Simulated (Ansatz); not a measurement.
# C₄H₇NO: basis-set convergence

The task here is to estimate one member of a computed series from the others.

Method: one geometry, several basis sets; program: Ansatz 0.2.0, Gaussian basis.

Plan: PBE0-D4/def2-SVP; ωB97M-V/def2-SVP; PBE0-D4/def2-QZVPP; ωB97M-V/def2-QZVPP; the functionals' def2-TZVPP values are taken from earlier runs.

## The geometry

An earlier PBE0-D4 in a triple-zeta def2 set relaxation fixed the geometry.

SMILES `COCCC#N`, 13 atoms, charge 0, spin multiplicity 1.

Atoms are counted from 1 here; the program's logs count them from 0.

Bond lengths: C1–O2 1.403 Å, C1–H7 1.089 Å, C1–H8 1.098 Å, C1–H9 1.099 Å, O2–C3 1.396 Å, C3–C4 1.519 Å, C3–H10 1.100 Å, C3–H11 1.101 Å, C4–C5 1.454 Å, C4–H12 1.093 Å, C4–H13 1.093 Å, C5–N6 1.149 Å. Angles: O2–C1–H7 107.4°, O2–C1–H8 111.4°, O2–C1–H9 111.5°, H7–C1–H8 109.0°, H7–C1–H9 109.0°, H8–C1–H9 108.6°, C1–O2–C3 112.7°, O2–C3–C4 108.3°, O2–C3–H10 111.0°, O2–C3–H11 110.9°, C4–C3–H10 110.1°, C4–C3–H11 108.8°, H10–C3–H11 107.7°, C3–C4–C5 112.6°, C3–C4–H12 109.7°, C3–C4–H13 109.4°, C5–C4–H12 108.5°, C5–C4–H13 108.8° and more.

Set-up of the first run:

Contents of in.yaml:

```yaml
crystal:
  periodic: [false, false, false]
  atoms:
    - {symbol: C, position_ang: [-0.098609, -2.026722, 0.351454]}
    - {symbol: O, position_ang: [-0.530060, -0.760280, -0.069968]}
    - {symbol: C, position_ang: [0.524909, 0.136391, -0.244470]}
    - {symbol: C, position_ang: [-0.056828, 1.495405, -0.592537]}
    - {symbol: C, position_ang: [-0.804513, 2.080937, 0.508969]}
    - {symbol: N, position_ang: [-1.375918, 2.551052, 1.388099]}
    - {symbol: H, position_ang: [-0.983990, -2.651449, 0.463597]}
    - {symbol: H, position_ang: [0.423798, -1.970683, 1.315611]}
    - {symbol: H, position_ang: [0.573859, -2.488222, -0.384760]}
    - {symbol: H, position_ang: [1.134918, 0.208355, 0.667744]}
    - {symbol: H, position_ang: [1.184569, -0.187769, -1.063728]}
    - {symbol: H, position_ang: [0.748169, 2.181762, -0.868794]}
    - {symbol: H, position_ang: [-0.719806, 1.396522, -1.456218]}
basis:
  gaussian: {orbitals: def2-SVP}
hamiltonian: {xc: pbe0, dispersion: d4}
output: {orbitals: {seedname: orbitals}}
```

Command:

```sh
$ ansatz run in.yaml --threads 4 --pin off --events-out ev --progress --plain --max-ram 10444MiB
```

Among the steps run: PBE0-D4 in def2-SVP; ωB97M-V in def2-SVP; PBE0-D4 in def2-QZVPP; ωB97M-V in def2-QZVPP.

One of the session's tables, all rows but one given; the rest of the session is left out.

It belongs to the step «Functionals by basis». 

```
functional       basis  HOMO (eV)  LUMO (eV)
   PBE0-D4    def2-SVP      -7.81       0.91
   PBE0-D4  def2-TZVPP          ?          ?
   PBE0-D4  def2-QZVPP      -8.00       0.23
   ωB97M-V    def2-SVP     -10.22       2.85
   ωB97M-V  def2-TZVPP     -10.39       2.16
   ωB97M-V  def2-QZVPP     -10.43       1.52
```

Q: Estimate the row for PBE0-D4, def2-TZVPP from the others.

As computed: HOMO (eV): -7.97; LUMO (eV): 0.53. In the column «HOMO (eV)» it lies between PBE0-D4, def2-QZVPP (-8.00) and PBE0-D4, def2-SVP (-7.81).
